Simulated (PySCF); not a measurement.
Rock-salt LiCl: correlation energy from several methods in one and the same small orbital space (PySCF; 2 atoms at the zone centre, 8 electrons in 16 orbitals, empty ones MP2 natural orbitals of a TZ basis, lattice constant set to 5.1399 Å). It tests the methods against each other and lies far from the crystal's limit.

Full CI gives -2.3544 eV per atom.

Task: What share of it do MP2, CCSD, CCSD(T), CCSDT, CCSDT(Q), CCSDTQ recover?

Result: MP2 81.1 %; CCSD 98.4 %; CCSD(T) 99.6 %; CCSDT 99.8 %; CCSDT(Q) 100.0 %; CCSDTQ 100.0 %.

| method | E_corr (eV per atom) | share of full CI (%) | error (meV) |
|---|---|---|---|
| MP2 | -1.9087 | 81.1 | 446 |
| CCSD | -2.3157 | 98.4 | 39 |
| CCSD(T) | -2.3458 | 99.6 | 9 |
| CCSDT | -2.3504 | 99.8 | 4 |
| CCSDT(Q) | -2.3537 | 100.0 | 1 |
| CCSDTQ | -2.3542 | 100.0 | 0 |
| full CI | -2.3544 | 100.0 | 0 |

The Hartree–Fock determinant has a weight of 0.93 in the full CI state.

MP2, (T) and (Q) use filled levels shifted down by the Madelung term, which in so small a cell is a large part of the gap, so these rows hang on it.
